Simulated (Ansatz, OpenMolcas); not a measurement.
**Worked example: the enthalpy of formation of CH3NO (Nitrosomethane)**

CH3NO: 6 atoms, total charge 0, spin state singlet. SMILES: `CN=O`. The shape is that of a PBE0-D4/def2-TZVP optimisation.

Total energies at PBE/def2-TZVP (OpenMolcas 26.06); the atoms run unrestricted:

| species | state | energy (Eh) |
| --- | --- | --- |
| CH3NO | singlet | -169.676576 |
| C | triplet | -37.795970 |
| N | quartet | -54.532142 |
| O | triplet | -75.009671 |
| H | doublet | -0.499616 |

Harmonic wavenumbers at PBE0-D4/def2-TZVP, in cm⁻¹: 171, 583, 876, 965, 1159, 1365, 1442, 1444, 1717, 3037, 3127, 3155.

Measured heats of formation of the gaseous atoms at 298.15 K, in kJ/mol: C 716.9, N 472.4, O 249.2, H 218.0. Spin-orbit lowering of the atoms at 298 K (mean of the ground term's levels less their thermal mean, from spectra), in kJ/mol: C 0.02, O 0.40. Take 1 Eh = 2625.50 kJ/mol, 1 cm⁻¹ = 0.0119627 kJ/mol, RT = 2.479 kJ/mol.

Question: What heat of formation follows?

Answer: 
1. Electronic atomisation energy: (-37.795970) + (-54.532142) + (-75.009671) + 3 × (-0.499616) − (-169.676576) = 0.839945 Eh = 2205.3 kJ/mol.
2. Zero-point energy: half the sum of the wavenumbers, 9520.5 cm⁻¹ = 113.9 kJ/mol.
3. Thermal vibrational enthalpy, Σ hcν̃/(exp(hcν̃/kT) − 1): 2.4 kJ/mol. Translation, rotation and pV of a non-linear molecule: 4 RT = 9.9 kJ/mol.
4. The 6 free atoms carry 5/2 RT each: 37.2 kJ/mol.
5. Spin-orbit coupling lowers the free atoms by 0.02 + 0.40 = 0.4 kJ/mol.
6. Atomisation enthalpy at 298 K: 2205.3 − 0.4 − 113.9 − 2.4 − 9.9 + 37.2 = 2115.9 kJ/mol.
7. Sum of the atoms' heats of formation: 2092.5 kJ/mol. Heat of formation: 2092.5 − 2115.9 = -23.4 kJ/mol.

No measured value is set beside it here. Anharmonicity and any spin-orbit splitting of the molecule are left out.
